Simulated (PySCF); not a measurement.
Compound: C₅H₇F.
Bonds: C1–C2 (double), C2–C3 (double), C3–C4, C3–C5, C5–F6. Hydrogens: H7, H8 on C1; H9, H10, H11 on C4; H12, H13 on C5.

Method: PBE0-D3(BJ)/def2-SVP geometry optimisation, gas phase in PySCF 2.14.0; density fitting, grid level 1; the optimiser is geomeTRIC in internal coordinates, started from a GFN2-xTB structure with every atom displaced at random (about 0.01 Å).

Step 0: E = -7999.3871 eV
```
atom  x, y, z in Å  |  force x, y, z in eV/Å
C1      2.4123   -0.1822   -0.2702   -1.643   0.379  -0.595
C2      1.1012   -0.0870   -0.1388    0.937   0.038  -0.071
C3     -0.2060   -0.0080   -0.0221    0.899   0.596   0.017
C4     -1.0627   -1.1948   -0.0789   -1.954  -0.009   0.780
C5     -0.8651    1.3125    0.2193   -0.496   0.608   0.404
F6     -1.4682    1.3406    1.4700    0.026  -0.270  -0.078
H7      3.0523   -0.3176    0.5702    0.642  -0.203   0.934
H8      2.8818   -0.0608   -1.2432    0.121  -0.041  -0.295
H9     -1.6991   -1.2406    0.8510    0.446   0.004  -0.602
H10    -1.7743   -1.1128   -0.9162   -0.038  -0.059  -0.089
H11    -0.5319   -2.1204   -0.1640    0.594  -0.775  -0.114
H12    -0.1435    2.1496    0.2190   -0.041  -0.196  -0.344
H13    -1.6940    1.4985   -0.5076    0.509  -0.071   0.053
```

Step 1: E = -7999.4808 eV
```
atom  x, y, z in Å  |  force x, y, z in eV/Å
C1      2.4060   -0.0856   -0.2830    0.338  -0.258   0.155
C2      1.1096   -0.1417   -0.1433   -0.167   0.287  -0.064
C3     -0.1940   -0.0565   -0.0117   -0.134  -0.055   0.073
C4     -1.1459   -1.2186   -0.0530    0.149  -0.071   0.043
C5     -0.8170    1.2944    0.2311    0.105  -0.159  -0.080
F6     -1.5021    1.2937    1.4230   -0.058   0.028   0.018
H7      3.0713   -0.2224    0.5840   -0.086   0.045  -0.160
H8      2.8788    0.0451   -1.2634   -0.029   0.020   0.016
H9     -1.7320   -1.2399    0.8777   -0.035  -0.005   0.022
H10    -1.8579   -1.1042   -0.8854   -0.029  -0.004  -0.039
H11    -0.6266   -2.1819   -0.1611   -0.005   0.087  -0.021
H12    -0.0482    2.0812    0.2494   -0.009   0.031   0.035
H13    -1.5393    1.5134   -0.5756   -0.039   0.056   0.001
```

Step 2: E = -7999.4918 eV
```
atom  x, y, z in Å  |  force x, y, z in eV/Å
C1      2.4024   -0.1255   -0.2832   -0.001  -0.114  -0.035
C2      1.1019   -0.1229   -0.1377    0.097   0.320   0.026
C3     -0.2014   -0.0269   -0.0025    0.029  -0.109   0.039
C4     -1.1182   -1.2147   -0.0510   -0.074   0.011   0.033
C5     -0.8395    1.3164    0.2353    0.030  -0.089  -0.062
F6     -1.5482    1.3087    1.4144   -0.023  -0.017   0.026
H7      3.0826   -0.2699    0.5644   -0.063  -0.003   0.015
H8      2.8625   -0.0045   -1.2701   -0.006   0.001  -0.022
H9     -1.7094   -1.2613    0.8770   -0.009  -0.010  -0.010
H10    -1.8299   -1.1198   -0.8881   -0.014  -0.011  -0.002
H11    -0.5648   -2.1556   -0.1649    0.008   0.018  -0.010
H12    -0.0807    2.1129    0.2732    0.006  -0.005   0.013
H13    -1.5545    1.5403   -0.5781    0.021   0.009  -0.012
```

**Question.** Estimate the geometry and energy of step 3. (The exact step hangs on the optimiser's Hessian estimate; all steps are aligned on step 2, rigid shifts and turns removed.)

**Answer.** E = -7999.4986 eV, largest force 0.196 eV/Å
```
atom  x, y, z in Å  |  force x, y, z in eV/Å
C1      2.4059   -0.1426   -0.2937   -0.185   0.017  -0.063
C2      1.1068   -0.0918   -0.1371    0.061   0.056  -0.037
C3     -0.1978   -0.0140    0.0047    0.054  -0.046   0.014
C4     -1.1075   -1.2078   -0.0442   -0.049   0.002   0.004
C5     -0.8491    1.3186    0.2364   -0.047   0.075  -0.010
F6     -1.5857    1.2980    1.3998    0.002  -0.018   0.012
H7      3.0730   -0.2940    0.5580    0.071  -0.027   0.084
H8      2.8662   -0.0338   -1.2822   -0.004  -0.004   0.001
H9     -1.6986   -1.2674    0.8840    0.031   0.009  -0.025
H10    -1.8229   -1.1196   -0.8803    0.024   0.011   0.022
H11    -0.5410   -2.1380   -0.1661    0.008  -0.057  -0.003
H12    -0.0978    2.1212    0.2987   -0.004  -0.007   0.010
H13    -1.5488    1.5484   -0.5894    0.038  -0.011  -0.009
```

The energy changes by -0.0068 eV. The first-order estimate −F·Δx gives -0.0130 eV and the mean of the old and new forces, exact on a quadratic surface, -0.0071 eV. The step makes an angle of 69° with the force vector and moves no atom by more than 0.042 Å.

What follows is the cost of the whole optimisation. Time: 33 s wall; peak memory 0.51 GiB. Hardware: one thread, Arm Neoverse V1 (aarch64), no GPU, on a shared host.
